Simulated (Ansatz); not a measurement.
# C₂H₅B: functionals against CCSD(T) at one geometry

An exercise on one series of results from a longer session: the logs are not shown, and one member is left open.

The runs use Ansatz 0.2.0, Gaussian basis; single points in def2-TZVPP.

Cores are frozen in the correlated methods.

### Where the work starts

SMILES `B1CC1`, 8 atoms, charge 0, spin multiplicity 1.

Atoms are counted from 1 here; the program's logs count them from 0.

Bond lengths: B1–C2 1.563 Å, B1–C3 1.557 Å, B1–H4 1.127 Å, C2–C3 1.533 Å, C2–H5 1.076 Å, C2–H6 1.088 Å, C3–H7 1.069 Å, C3–H8 1.083 Å. Angles: C2–B1–C3 58.9°, C2–B1–H4 148.5°, C3–B1–H4 152.6°, B1–C2–C3 60.4°, B1–C2–H5 122.0°, B1–C2–H6 121.9°, C3–C2–H5 116.1°, C3–C2–H6 115.3°, H5–C2–H6 111.2°, B1–C3–C2 60.8°, B1–C3–H7 119.7°, B1–C3–H8 119.7°, C2–C3–H7 117.6°, C2–C3–H8 117.4°, H7–C3–H8 112.4°.

Geometry (Å):

```mol
C2H5B
  3D, bonds by distance, orders not assigned

  8  8  0  0  0  0  0  0  0  0999 V2000
   -0.9062   -0.1078   -0.5266 B   0  0
    0.1097    0.7771    0.2654 C   0  0
    0.4155   -0.7079    0.0356 C   0  0
   -1.8989   -0.1928   -1.0543 H   0  0
    0.7625    1.4757   -0.2274 H   0  0
   -0.0602    1.0613    1.3023 H   0  0
    0.3840   -1.3579    0.8843 H   0  0
    1.2242   -0.9519   -0.6414 H   0  0
  1  2  8  0
  1  3  8  0
  1  4  8  0
  2  3  8  0
  2  5  8  0
  2  6  8  0
  3  7  8  0
  3  8  8  0
M  END
```

The first run:

File run/in.yaml:

```yaml
crystal:
  periodic: [false, false, false]
  atoms:
    - {symbol: B, position_ang: [-0.906200, -0.107800, -0.526600]}
    - {symbol: C, position_ang: [0.109700, 0.777100, 0.265400]}
    - {symbol: C, position_ang: [0.415500, -0.707900, 0.035600]}
    - {symbol: H, position_ang: [-1.898900, -0.192800, -1.054300]}
    - {symbol: H, position_ang: [0.762500, 1.475700, -0.227400]}
    - {symbol: H, position_ang: [-0.060200, 1.061300, 1.302300]}
    - {symbol: H, position_ang: [0.384000, -1.357900, 0.884300]}
    - {symbol: H, position_ang: [1.224200, -0.951900, -0.641400]}
basis:
  gaussian: {orbitals: def2-TZVPP}
correlation: {method: ccsd_t}
output: {forces: true}
```

The command line of these runs was not kept.

Among the steps run: CCSD(T)/def2-TZVPP; PBE0-D4/def2-TZVPP; wB97M-V/def2-TZVPP; r2SCAN-D4/def2-TZVPP; PBE-D4/def2-TZVPP; LC-wPBE/def2-TZVPP; CAM-B3LYP-D4/def2-TZVPP.

One of the session's tables, all rows but one given; the rest of the session is left out.

| method | RMS force component (eV/Å) | angle to CCSD(T) forces (°) | dipole (D) |
| --- | --- | --- | --- |
| CCSD(T) | 0.660 | reference | 0.13 |
| PBE0-D4 | 0.790 | 13.1 | 0.20 |
| wB97M-V | 0.714 | 10.2 | 0.15 |
| r2SCAN-D4 | ? | ? | ? |
| PBE-D4 | 0.792 | 13.3 | 0.28 |
| LC-wPBE | 0.832 | 15.7 | 0.16 |
| CAM-B3LYP-D4 | 0.770 | 13.6 | 0.15 |

Estimate the missing values for r2SCAN-D4.

The run gave: RMS force component (eV/Å): 0.771; angle to CCSD(T) forces (°): 11.0; dipole (D): 0.23. In the column «RMS force component (eV/Å)» it lies between CAM-B3LYP-D4 (0.770) and PBE0-D4 (0.790).
